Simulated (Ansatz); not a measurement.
**Which is lower?**

Two relaxed structures of AlSiH2O, doublet (PBE0-D4/def2-TZVP; forces vanish, vibrations not checked).

A:

O1  (0.525, -0.360, 0.613)
Al2  (1.218, -0.951, 2.053)
Si3  (-0.072, 0.183, -0.806)
H4  (-1.347, -0.526, -1.132)
H5  (-0.324, 1.653, -0.729)
(Å)

B:

O1  (0.501, -0.374, 0.753)
Al2  (-0.375, 0.278, -0.551)
Si3  (1.338, -0.997, 1.999)
H4  (-1.333, -0.699, -1.334)
H5  (-0.157, 1.807, -0.871)
(Å)

Computed with Ansatz 0.2.0 (basis: def2-TZVPP); correlated methods freeze the cores; orbitals are unrestricted. B3LYP uses VWN-RPA correlation.

Question: Which structure is lower at CCSD(T), and by how much? (To be estimated.)

Answer: By the calculation: A, by 56.3 kJ/mol (electronic energy, against the other). By their contacts, A is AlSiH₂O ([Al][O][SiH2]) and B is AlSiH₂O ([AlH2][O][Si]).

All methods give the same order:

```tsv
method	E(B) − E(A) (kJ/mol)
PBE-D4	64.2
r2SCAN-D4	61.7
PBE0-D4	66.3
B3LYP-D4	60.3
wB97M-V	57.3
HF	55.5
MP2	60.6
CCSD	56.2
CCSD(T)	56.3
```

No T1 diagnostic of these runs exceeds 0.020. ⟨S²⟩ of the unrestricted Hartree–Fock references: 0.75 to 0.78 (a pure state has 0.75).

Labels in which every atom is bracketed show which atoms are joined, not bond orders.

For scale, one of the runs: CCSD(T)/def2-TZVPP, 143 basis functions, launched by `ansatz run in.yaml --threads 2 --pin off --events-out ev --progress --plain --max-ram 4352MiB`. Hardware: 2 CPU threads of an Arm Neoverse V2, shared host. Wall time 28 s; peak host memory 1.7 GiB.
